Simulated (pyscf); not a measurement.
H₃C–O⁻ + H₃C–OH → H₂C=O + CH₄ + HO⁻, a concerted fragmentation (singlet surface; C–H, C–O broken, C–H formed). PySCF, gas phase, ωB97X-D3(BJ)/def2-SVPD geometries. Energies in kcal/mol from the separated reactants.

Small-basis levels: PySCF, no dispersion term, spherical d functions. 

Q: In single points HF/STO-3G puts the saddle at 116.4 kcal/mol and the reaction energy at +72.3 kcal/mol. Should these be trusted to within a few kcal/mol? Compare with ωB97M-D3(BJ)/def2-TZVPD.

A: ωB97M-D3(BJ)/def2-TZVPD gives ΔE‡ = 55.3 kcal/mol and ΔE = +5.8 kcal/mol. HF/STO-3G lies 61.0 kcal/mol over it in the barrier and 66.5 kcal/mol over it in the reaction energy, so on this step it does not hold to within 3.0 kcal/mol. ωB97M-D3(BJ)/def2-TZVPD has limits of its own. On the reactant side the descent ends in a bound adduct (not fully relaxed), 26.4 kcal/mol under the separated species and 84.1 kcal/mol under the saddle at ωB97X-D3(BJ)/def2-TZVPD. On the product side the descent ends in a bound adduct (not fully relaxed), 22.6 kcal/mol under the separated species and 73.2 kcal/mol under the saddle at ωB97X-D3(BJ)/def2-TZVPD. At ωB97X-D3(BJ) the barrier from the zero used here is 57.7 kcal/mol. One saddle was located; it need not be the lowest between these sides.
